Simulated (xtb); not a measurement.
xtb input (GFN1-xTB):

```bash
xtb mol.xyz --gfn 1 --opt tight --chrg 0 --uhf 0
```
mol.xyz:
```
4

B     -0.00000000    -0.00000000     0.00000000
F      0.01679907     1.31515438     0.03157775
F      1.13083137    -0.67238813    -0.00500122
F     -1.14763045    -0.64276625    -0.02657653
```

End of the output:

```
         :::::::::::::::::::::::::::::::::::::::::::::::::::::
         ::                     SUMMARY                     ::
         :::::::::::::::::::::::::::::::::::::::::::::::::::::
         :: total energy             -16.957136977893 Eh    ::
         :: gradient norm              0.000018841963 Eh/a0 ::
         :: HOMO-LUMO gap              9.086581923924 eV    ::
         ::.................................................::
         :: SCC energy               -17.015228066500 Eh    ::
         :: -> electrostatic           0.051754568063 Eh    ::
         :: repulsion energy           0.058532267729 Eh    ::
         :: dispersion energy         -0.000441179122 Eh    ::
         :: halogen bond corr.         0.000000000000 Eh    ::
         :: add. restraining           0.000000000000 Eh    ::
         :: total charge              -0.000000000000 e     ::
         :::::::::::::::::::::::::::::::::::::::::::::::::::::

           -------------------------------------------------
          |                Property Printout                |
           -------------------------------------------------

    * Orbital Energies and Occupations

         #    Occupation            Energy/Eh            Energy/eV
      -------------------------------------------------------------
         1        2.0000           -0.8970130             -24.4090
         2        2.0000           -0.8970130             -24.4090
         3        2.0000           -0.8941378             -24.3307
         4        2.0000           -0.6636881             -18.0599
         5        2.0000           -0.6301712             -17.1478
         6        2.0000           -0.6218859             -16.9224
         7        2.0000           -0.6218859             -16.9224
         8        2.0000           -0.5809519             -15.8085
         9        2.0000           -0.5809519             -15.8085
        10        2.0000           -0.5727115             -15.5843
        11        2.0000           -0.5727115             -15.5843
        12        2.0000           -0.5713137             -15.5462 (HOMO)
        13                         -0.2373880              -6.4597 (LUMO)
        14                         -0.0260058              -0.7077
        15                          0.3343659               9.0986
        16                          0.3343659               9.0986
      -------------------------------------------------------------
                  HL-Gap            0.3339257 Eh            9.0866 eV
             Fermi-level           -0.4043509 Eh          -11.0029 eV

  Mulliken/CM5 charges         n(s)   n(p)   n(d)
     1B     0.78772  0.62239   0.728  1.484  0.000
     2F    -0.26257 -0.20746   1.790  5.472  0.000
     3F    -0.26257 -0.20746   1.790  5.472  0.000
     4F    -0.26257 -0.20746   1.790  5.472  0.000

Wiberg/Mayer (AO) data.
largest (>0.10) Wiberg bond orders for each atom

 ---------------------------------------------------------------------------
     #   Z sym  total        # sym  WBO       # sym  WBO       # sym  WBO
 ---------------------------------------------------------------------------
     1   5 B    3.154 --     3 F    1.051     2 F    1.051     4 F    1.051
     2   9 F    1.163 --     1 B    1.051
     3   9 F    1.163 --     1 B    1.051
     4   9 F    1.163 --     1 B    1.051
 ---------------------------------------------------------------------------

Topologies differ in total number of bonds
Writing topology from bond orders to xtbtopo.mol

 dipole moment from electron density (au)
     X       Y       Z
   0.0000   0.0000  -0.0000  total (Debye):    0.000

           -------------------------------------------------
          |                Geometry Summary                 |
           -------------------------------------------------

      molecular mass/u    :       67.8062375
   center of mass at/Å    :       -0.0000000      -0.0000000       0.0000000
  moments of inertia/u·Å² :        0.4901479E+02   0.4901479E+02   0.9802958E+02
Note: The following floating-point exceptions are signalling: IEEE_DENORMAL
normal termination of xtb
rotational constants/cm⁻¹ :        0.3439295E+00   0.3439295E+00   0.1719647E+00

 * 3 selected distances

     #   Z          #   Z                                           value/Å
     1   5 B        2   9 F                                       1.3114731
     1   5 B        3   9 F                                       1.3114731 (min)
     1   5 B        4   9 F                                       1.3114731 (max)

 * 1 distinct bonds (by element types)

   Z      Z             #   av. dist./Å        max./Å        min./Å
   5 B    9 F           3     1.3114731     1.3114731     1.3114731

optimized geometry written to: xtbopt.xyz

           -------------------------------------------------
          | TOTAL ENERGY              -16.957136977893 Eh   |
          | GRADIENT NORM               0.000018841963 Eh/α |
          | HOMO-LUMO GAP               9.086581923924 eV   |
           -------------------------------------------------

------------------------------------------------------------------------
------------------------------------------------------------------------
 total:
 SCF:
 ANC optimizer:
```
